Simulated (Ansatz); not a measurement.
This geometry of BFH2 + H4Si (9 atoms, charge 0, multiplicity 1) is a first-order saddle point.

Theory: Ansatz 0.2.0, RKS B3LYP-D4/def2-SVP.

```xyz
9
Properties=species:S:1:pos:R:3
B -0.103 -0.255 0.211
H 0.420 0.593 1.073
H 0.822 -0.210 -0.567
F -1.379 0.100 -0.143
Si 0.084 -2.290 0.759
H -0.391 -2.995 -0.466
H 1.513 -2.625 1.025
H -0.745 -2.741 1.915
H 0.141 -0.366 1.457
```

Problem. Which two structures does it join? (They come from a converged band through this point; their orientation in space is the band's.)

Solution. Bonds broken: B1–H2, Si5–H9. Bonds formed: B1–Si5, H2–H9. BFH2 + H4Si becomes BFH4Si + H2.

Initial state:

```xyz
9
Properties=species:S:1:pos:R:3
B -0.057 0.642 -0.115
H -0.051 1.318 0.884
H 0.936 0.268 -0.689
F -1.228 0.330 -0.644
Si 0.152 -2.678 1.162
H -0.627 -2.877 -0.091
H 1.544 -3.176 0.982
H -0.504 -3.396 2.291
H 0.199 -1.220 1.484
```

Final state:

```xyz
9
Properties=species:S:1:pos:R:3
B -0.283 -0.652 -0.342
H 0.947 0.642 1.934
H 0.576 -0.054 -0.956
F -1.477 -0.081 -0.292
Si 0.026 -2.469 0.534
H -0.132 -3.537 -0.504
H 1.418 -2.564 1.070
H -0.941 -2.743 1.638
H 0.229 0.668 2.181
```

Problem. How far does it lie above each of them?

Solution. 1.08 eV above the first and 0.53 eV above the second. This is the barrier of this one path; another mechanism may lie lower. The orbitals stay closed-shell, which can raise the energy where a bond breaks towards radicals; this wasn't checked here.

The run took 3.8 min on 1 thread of Arm Neoverse V2 (shared host), peak memory 0.16 GiB.
